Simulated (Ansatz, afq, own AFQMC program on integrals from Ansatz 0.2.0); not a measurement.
GeH4Br, doublet in cc-pVTZ, levels against AFQMC with the constraint released

```csv
atom,x (Å),y (Å),z (Å)
Br,-1.6624,0.0000,0.0000
H,0.0146,0.0000,0.0000
Ge,1.7366,0.0000,0.0000
H,2.2053,-1.4659,0.0000
H,2.2053,0.7330,-1.2695
H,2.2053,0.7330,1.2695
```

Connectivity, by distances: Br ··· GeH3, 1 bridging H.

Basis cc-pVTZ. Noble-gas cores (and the filled d shells of Ga–Kr and In–Xe) are frozen. AFQMC by an in-house program on the Cholesky factors that Ansatz 0.2.0 writes for its CCSD(T) run. The CISD trial takes its coefficients from CCSD amplitudes. Released means that phaseless walkers are propagated on without the constraint, phases kept. Error bars are statistical, one sigma. No spin–orbit coupling.

Determinant: UHF, the one that the program's search chose, which needn't be the lowest solution. The geometry is a point of a scan.

No full CI on the walks' own integrals is used here. The released AFQMC energy serves as the reference, which it does only where one determinant dominates, the energy is flat over the last release times and near the phaseless one (40 meV or 2 meV an electron, half that with transition metals). On small molecules, where full CI could be run and the noise was under 10 meV, such values lay within 10 meV of it in 19 cases of 20, a flattering rate, since the rule was set on those same cases; what remains of the bias isn't in the error bar.

Cautions: no relativity below Rb; no spin-orbit coupling; inner d shell frozen; the released value is read at 1.50 1/Eh (meV from the phaseless value at times in 1/Eh: -8 ± 8 at 0.24, -24 ± 5 at 0.51, -21 ± 6 at 0.99, -25 ± 10 at 1.50).

```
T1 diagnostic                               : 0.0135
weight of the determinant in the CISD state : 0.850
⟨S²⟩ of the determinant                     : 0.780
size of the correlated space                : 15 electrons in 114 orbitals
```

```tsv
level	correlation energy (eV)
MP2	-8.0105
CCSD	-9.2144
CCSD(T)	-9.5165
```

Task: Estimate where AFQMC with the constraint released lies against CCSD(T) on the same integrals.

Result: 1.23 ± 0.22 kcal/mol below CCSD(T).

Reference: AFQMC with the constraint released, correlation energy -9.570 ± 0.010 eV.

```csv
level,E − E(reference) (kcal/mol),share of correlation (%)
CCSD(T),1.23 ± 0.22,99.44
ph-AFQMC/CISD,0.57 ± 0.29,99.74
```

A walk keeps the symmetry of its determinant, which the program's search chose and which needn't be the lowest solution, so a lower state of the same spin and another symmetry isn't excluded. Released energies are given only where the last usable release times agree within the noise; a slower fall can still hide under it.
